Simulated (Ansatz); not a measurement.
# H₃LiSSi (SMILES [Li][S][SiH3]): one structure at several levels

One table from this session's results is given with a row withheld; the runs are named, their logs left out.

The runs use Ansatz 0.2.0, Gaussian basis; single points in def2-TZVPP.

Correlated methods freeze the cores. The outer core shell of Li, Na, Mg and K is correlated.

## Where the work starts

SMILES `[Li][S][SiH3]`, 6 atoms, charge 0, spin multiplicity 1.

Atoms are counted from 1 here; the program's logs count them from 0.

Bond lengths: Li1–S2 2.051 Å, S2–Si3 2.088 Å, Si3–H4 1.540 Å, Si3–H5 1.474 Å, Si3–H6 1.462 Å. Angles: Li1–S2–Si3 126.8°, S2–Si3–H4 118.1°, S2–Si3–H5 117.0°, S2–Si3–H6 110.4°, H4–Si3–H5 100.8°, H4–Si3–H6 98.7°, H5–Si3–H6 110.1°.

Geometry (Å):

```xyz
6
charge 0, multiplicity 1
Li   -1.32382   -2.45675    1.04297
S    -1.25657   -0.70496   -0.02200
Si    0.38177    0.57470   -0.22143
H     1.69458   -0.00886   -0.77621
H     0.21068    1.74796   -1.09635
H     0.86483    0.99342    1.09295
```

Set-up of the first run:

run/in.yaml reads:

```yaml
crystal:
  periodic: [false, false, false]
  atoms:
    - {symbol: Li, position_ang: [-1.323824, -2.456746, 1.042972]}
    - {symbol: S, position_ang: [-1.256567, -0.704957, -0.021996]}
    - {symbol: Si, position_ang: [0.381775, 0.574699, -0.221432]}
    - {symbol: H, position_ang: [1.694582, -0.008862, -0.776207]}
    - {symbol: H, position_ang: [0.210682, 1.747964, -1.096346]}
    - {symbol: H, position_ang: [0.864827, 0.993424, 1.092955]}
basis:
  gaussian: {orbitals: def2-TZVPP}
hamiltonian: {xc: pbe, dispersion: d4}
output: {forces: true}
```

Launch:

```console
ansatz run in.yaml --threads 2 --pin off --events-out ev --progress --plain --max-ram 3481MiB
```

Among the steps run: PBE-D4/def2-TZVPP; r2SCAN-D4/def2-TZVPP; PBE0-D4/def2-TZVPP; wB97M-V/def2-TZVPP; CCSD(T)/def2-TZVPP.

One of the session's tables, all rows but one given; the rest of the session is left out.

```
   method  RMS force component (eV/Å)  angle to CCSD(T) forces (°)  dipole (D)
   PBE-D4                       0.484                         14.5        7.14
r2SCAN-D4                           ?                            ?           ?
  PBE0-D4                       0.492                          8.1        7.26
  wB97M-V                       0.516                          4.4        7.27
  CCSD(T)                       0.529                    reference        7.43
```

**Question.** Estimate the row for r2SCAN-D4.

**Answer.** RMS force component (eV/Å): 0.503; angle to CCSD(T) forces (°): 6.6; dipole (D): 7.36. In the column «RMS force component (eV/Å)» it lies between PBE0-D4 (0.492) and wB97M-V (0.516).
